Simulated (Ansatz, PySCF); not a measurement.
Molecule: CH$_{3}$O, charge 0, multiplicity 2. It need not be the lowest isomer of its formula. SMILES: C[O]
Geometry: optimised at B3LYP-D3(BJ)/def2-TZVP (Ansatz, a program for electronic structure).


Quantity: enthalpy of formation at 298 K (from the atomisation energy, B3LYP-D3(BJ)/def2-TZVP harmonic zero-point and thermal terms from PySCF, and the atoms' enthalpies of formation in the G2/97 table; no spin-orbit terms, and no core term in the frozen-core levels), in kJ/mol. Correlated levels leave the core frozen unless marked. UHF or UKS for open shells. Spin-orbit coupling is left out. No relativistic terms. The coupled-cluster limit lacks core correlation, which all-electron functionals hold. CBS(X,Y): correlation extrapolated as X^-3; Hartree-Fock from the larger set. The bracket is a focal-point correction in the basis named.

```
level                                                                 program  enthalpy of formation at 298 K (kJ/mol)  minus last row
-------------------------------------------------------------  --------------  ---------------------------------------  --------------
BLYP/def2-TZVPD                                                        Ansatz                                      2.4           -17.1
revPBE-D3(BJ)/def2-TZVPD                                       Ansatz + dftd3                                     10.5            -9.0
BP86-D4/def2-TZVPD                                              PySCF + dftd4                                    -60.9           -80.4
PBE0/6-31G*                                                            Ansatz                                      7.9           -11.6
PW6B95-D3(BJ)/def2-TZVPD                                        PySCF + dftd3                                      7.3           -12.2
CCSD(T)/cc-pVTZ                                                        Ansatz                                     64.0            44.5
RI-MP2/CBS(aug-cc-pVTZ,aug-cc-pVQZ)+[CCSD(T)-MP2]/aug-cc-pVTZ          Ansatz                                     19.5             0.0
```
